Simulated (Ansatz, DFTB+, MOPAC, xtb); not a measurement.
# How methods differ on PN (phosphorus nitride)

PN, singlet, SMILES `N#P`. Each level relaxes the structure for itself.

Each level gives the harmonic wavenumber (cm⁻¹). The values are calculated.

(1) The value from experiment is 1337 cm⁻¹ (Huber and Herzberg, Constants of Diatomic Molecules). From what is known of these methods, estimate their order from the nearest to it to the farthest.
A. GFN1-xTB (xtb)
B. SVWN5/def2-TZVP (Ansatz)
C. DFTB2 (DFTB+)
D. MNDOD (MOPAC)
E. B3LYP-D4/def2-TZVP (Ansatz)

Results:

(1) B (1372 cm⁻¹, +35), E (1404 cm⁻¹, +67), A (1467 cm⁻¹, +130), C (1494 cm⁻¹, +157), D (1622 cm⁻¹, +285).
